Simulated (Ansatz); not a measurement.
The input, for Ansatz 0.2.0:

```yaml
crystal:
  periodic: [false, false, false]
  atoms:
    - {symbol: B, position_ang: [-1.410156, 0.030718, 0.000000]}
    - {symbol: H, position_ang: [-2.006889, 1.064290, 0.000000]}
    - {symbol: H, position_ang: [-2.006889, -1.002853, 0.000000]}
    - {symbol: H, position_ang: [0.075844, 0.030718, 0.000000]}
    - {symbol: O, position_ang: [1.114844, 0.030718, 0.000000]}
    - {symbol: H, position_ang: [1.366703, -0.909232, 0.000000]}
basis:
  gaussian: {orbitals: STO-3G}
magnetization: {spin_polarized: false, initial_magnetization: 1}
correlation: {active_space: {window: {electrons: 3, orbitals: 5}, fixed_orbitals: true}}
scf: {lower_state_search: off}
```

```sh
$ ansatz run in.yaml --threads 1 --pin off --events-out ev --progress --plain --max-ram 2393MiB
```

The program prints:

```
these checks for a lower state are left out or cut short: stability, starts, cluster_reference, orbital_swaps, neighbouring_geometries, increment
183 factors; integrals over basis functions are off by at most 5.7e-5 eV
mean field evaluation 1: about -2728.1802 eV, gradient 2.2e1 eV
mean field evaluation 2: about -2728.2313 eV, gradient 2.2e1 eV
mean field evaluation 4: about -2730.6827 eV, gradient 1.6e0 eV
mean field evaluation 8: about -2730.7011 eV, gradient 6.3e-3 eV
mean field -2730.70107953 eV, -100.3514137371 hartree, gradient 9.0e-7 eV, S^2 0.750000; 0 other end points of the search recorded, 0 dependent functions left out
reference -2730.70107953 eV, -100.3514137371 hartree; 9, 8 occupied and 5, 6 virtual orbitals, 183 factors
state -2730.72648195 eV, -100.3523472588 hartree
Total energy: -2730.72648195 eV, -100.3523472588 hartree
Checks for a lower state left out: stability, starts, cluster_reference, orbital_swaps, neighbouring_geometries, increment
```

Natural occupations: 1.9985 1.0000 0.0014 0.0000 0.0000.

Ran on 1 thread of Intel Xeon Platinum 8488C, shared host: 0.06 s wall, 0.16 GiB peak host memory.
